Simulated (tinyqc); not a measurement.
Inside a calculation. Method: UHF in the sto-3g basis, for H2O+, spin multiplicity 2. One step of it, computed by the program tinyqc.

Task: Iteration 11 (converged): orbitals. Diagonalise F' = X^T F X, C = X C', fill 5 alpha and 4 beta electrons from the bottom; D(s) = C_occ C_occ^T. Each column has its largest component positive (the first on a tie).

converged F(alpha) (hartree), lower triangle:
```
             1O 1s      1O 2s     1O 2px     1O 2py     1O 2pz      2H 1s      3H 1s
1O 1s   -20.951716
1O 2s    -5.337530  -3.031120
1O 2px    0.000000   0.000000  -1.043541
1O 2py    0.000000   0.000000   0.000000  -0.898495
1O 2pz   -0.020572  -0.103657   0.000000   0.000000  -0.918127
2H 1s    -0.672043  -0.820504   0.000000  -0.403725  -0.399369  -0.635134
3H 1s    -0.672043  -0.820504   0.000000   0.403725  -0.399369  -0.264099  -0.635134
```

converged F(beta) (hartree), lower triangle:
```
             1O 1s      1O 2s     1O 2px     1O 2py     1O 2pz      2H 1s      3H 1s
1O 1s   -20.918728
1O 2s    -5.289850  -2.800986
1O 2px    0.000000   0.000000  -0.148608
1O 2py    0.000000   0.000000   0.000000  -0.735103
1O 2pz   -0.020339  -0.073093   0.000000   0.000000  -0.780325
2H 1s    -0.664851  -0.790889   0.000000  -0.410880  -0.405673  -0.725900
3H 1s    -0.664851  -0.790889   0.000000   0.410880  -0.405673  -0.266752  -0.725900
```

X:
```
                1          2          3         4          5          6         7
1O 1s   -0.385241   0.000000   0.706205  0.000000   0.616880   0.000000  0.193336
1O 2s    0.953030   0.000000  -0.305562  0.000000   0.336274   0.000000  0.447684
1O 2px   0.000000   0.000000   0.000000  1.000000   0.000000   0.000000  0.000000
1O 2py   0.000000   0.788703   0.000000  0.000000   0.000000   0.712454  0.000000
1O 2pz   0.476051   0.000000   0.678919  0.000000  -0.590419   0.000000  0.234592
2H 1s   -0.591743  -0.725298  -0.202849  0.000000  -0.167503   0.387368  0.391938
3H 1s   -0.591743   0.725298  -0.202849  0.000000  -0.167503  -0.387368  0.391938
```

Give: F' = X^T F X; orbital energies; coefficients C; F' = X^T F X; orbital energies; coefficients C; D(alpha) after iteration 11; D(beta) after iteration 11.

Result:

F' = X^T F X (alpha) (hartree), lower triangle:
```
         1        2        3        4         5        6        7
1  -1.1794
2   0.0000  -0.0255
3   2.6712   0.0000  -8.5009
4   0.0000   0.0000   0.0000  -1.0435
5   2.4491   0.0000  -8.4627   0.0000  -10.5399
6   0.0000  -0.1258   0.0000   0.0000    0.0000  -1.0131
7   0.6139   0.0000  -3.9999   0.0000   -4.6708   0.0000  -3.5915
```

orbital energies (alpha) (hartree): MO1 -20.9602, MO2 -1.7949, MO3 -1.0435, MO4 -1.0289, MO5 -0.9869, MO6 -0.0697, MO7 -0.0097

coefficients C (alpha):
```
            MO1      MO2     MO3      MO4      MO5      MO6      MO7
1O 1s    0.9945  -0.2528  0.0000   0.0000   0.0658   0.0885   0.0000
1O 2s    0.0234   0.9679  0.0000   0.0000  -0.3171  -0.5264   0.0000
1O 2px   0.0000   0.0000  1.0000   0.0000   0.0000   0.0000   0.0000
1O 2py   0.0000   0.0000  0.0000   0.8051   0.0000   0.0000  -0.6939
1O 2pz   0.0026   0.1150  0.0000   0.0000   0.8528  -0.5922   0.0000
2H 1s   -0.0038   0.0692  0.0000   0.2941   0.2227   0.7201   0.7679
3H 1s   -0.0038   0.0692  0.0000  -0.2941   0.2227   0.7201  -0.7679
```

F' = X^T F X (beta) (hartree), lower triangle:
```
         1        2        3        4         5        6        7
1  -1.0602
2   0.0000  -0.0002
3   2.6710   0.0000  -8.4334
4   0.0000   0.0000   0.0000  -0.1486
5   2.4384   0.0000  -8.5233   0.0000  -10.4632
6   0.0000   0.0185   0.0000   0.0000    0.0000  -0.9645
7   0.7843   0.0000  -3.9825   0.0000   -4.6187   0.0000  -3.5299
```

orbital energies (beta) (hartree): MO1 -20.9254, MO2 -1.5944, MO3 -0.9649, MO4 -0.9137, MO5 -0.1486, MO6 -0.0533, MO7 0.0002

coefficients C (beta):
```
            MO1      MO2      MO3      MO4     MO5      MO6      MO7
1O 1s    0.9951  -0.2406   0.0000   0.0863  0.0000  -0.0972   0.0000
1O 2s    0.0207   0.9130   0.0000  -0.4180  0.0000   0.5535   0.0000
1O 2px   0.0000   0.0000   0.0000   0.0000  1.0000   0.0000   0.0000
1O 2py   0.0000   0.0000   0.6972   0.0000  0.0000   0.0000   0.8022
1O 2pz   0.0023   0.1042   0.0000   0.7769  0.0000   0.6905   0.0000
2H 1s   -0.0034   0.1312   0.4012   0.2963  0.0000  -0.6841  -0.7177
3H 1s   -0.0034   0.1312  -0.4012   0.2963  0.0000  -0.6841   0.7177
```

D(alpha) after iteration 11, lower triangle:
```
          1O 1s    1O 2s  1O 2px   1O 2py  1O 2pz    2H 1s   3H 1s
1O 1s    1.0572
1O 2s   -0.2423   1.0380
1O 2px   0.0000   0.0000  1.0000
1O 2py   0.0000   0.0000  0.0000   0.6481
1O 2pz   0.0296  -0.1590  0.0000   0.0000  0.7405
2H 1s   -0.0066  -0.0037  0.0000   0.2368  0.1979   0.1409
3H 1s   -0.0066  -0.0037  0.0000  -0.2368  0.1979  -0.0321  0.1409
```

D(beta) after iteration 11, lower triangle:
```
          1O 1s    1O 2s  1O 2px   1O 2py  1O 2pz    2H 1s   3H 1s
1O 1s    1.0556
1O 2s   -0.2351   1.0087
1O 2px   0.0000   0.0000  0.0000
1O 2py   0.0000   0.0000  0.0000   0.4861
1O 2pz   0.0443  -0.2295  0.0000   0.0000  0.6144
2H 1s   -0.0093  -0.0041  0.0000   0.2797  0.2438   0.2660
3H 1s   -0.0093  -0.0041  0.0000  -0.2797  0.2438  -0.0560  0.2660
```
